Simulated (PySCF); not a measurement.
Compound: C3H10NP.
Geometry (PBE0-D3(BJ)/def2-SVP, Å), atoms numbered from 1 in this order:
```xyz
15
C3H10NP angstrom
C     -0.5728    1.1384   -1.1681
P     -0.2089    0.2112    0.3427
C     -0.7185   -1.5109   -0.0319
C      1.6215    0.0791    0.3672
N     -0.9144    0.9519    1.5345
H     -0.1393    0.6619   -2.0586
H     -0.1701    2.1547   -1.0543
H     -1.6643    1.2109   -1.2722
H     -0.4789   -2.1516    0.8302
H     -0.2207   -1.9145   -0.9268
H     -1.8086   -1.5231   -0.1774
H      2.0307   -0.3550   -0.5580
H      2.0366    1.0866    0.5191
H      1.9242   -0.5460    1.2211
H     -0.8039    0.4984    2.4400
```

Theory: core-valence-separated Tamm–Dancoff BHandHLYP/aug-pcX-1 (pcseg-1 on H, def2-SVPD on P) in PySCF, non-relativistic, gas phase, PBE0-D3(BJ)/def2-SVP geometry. The energies are unshifted.

The lowest roots of each edge with f over 0.003 (five at most, numbered afresh; weaker and dark ones are left out), with transition dipoles (au) in the frame of the coordinates:

```json
{"root": "1", "edge": "C", "E (eV)": "285.52", "f": "0.0100", "μx": "0.0359", "μy": "-0.0112", "μz": "-0.0034"}
{"root": "2", "edge": "C", "E (eV)": "285.53", "f": "0.0102", "μx": "0.0000", "μy": "-0.0369", "μz": "-0.0095"}
{"root": "3", "edge": "C", "E (eV)": "285.61", "f": "0.0117", "μx": "-0.0020", "μy": "-0.0076", "μz": "0.0401"}
{"root": "4", "edge": "C", "E (eV)": "286.15", "f": "0.0265", "μx": "0.0020", "μy": "-0.0032", "μz": "0.0614"}
{"root": "5", "edge": "C", "E (eV)": "286.16", "f": "0.0359", "μx": "-0.0140", "μy": "-0.0119", "μz": "0.0692"}
{"root": "6", "edge": "N", "E (eV)": "397.99", "f": "0.0194", "μx": "-0.0220", "μy": "0.0366", "μz": "-0.0131"}
{"root": "7", "edge": "N", "E (eV)": "398.96", "f": "0.0312", "μx": "0.0258", "μy": "-0.0245", "μz": "-0.0439"}
{"root": "8", "edge": "N", "E (eV)": "399.21", "f": "0.0199", "μx": "-0.0370", "μy": "-0.0243", "μz": "-0.0087"}
{"root": "9", "edge": "N", "E (eV)": "399.36", "f": "0.0055", "μx": "0.0053", "μy": "-0.0161", "μz": "0.0165"}
```

Q: Molecules are fixed in this frame and the field points along z. What effective strengths 3 f cos²θ do the roots have (θ between field and μ)?

A: root 1 (C3/C4): 0.000, root 2 (C3/C4): 0.002, root 3 (C1): 0.034, root 4 (C3/C4): 0.079, root 5 (C3/C4): 0.101, root 6 (N5): 0.005, root 7 (N5): 0.056, root 8 (N5): 0.002, root 9 (N5): 0.008. Root 5 is the strongest. Averaged over all orientations cos²θ is 1/3, which gives f back.

Time: 18 s wall; peak memory 0.93 GiB. Hardware: Intel Xeon Platinum 8259CL at 2.50 GHz, one thread, shared host.
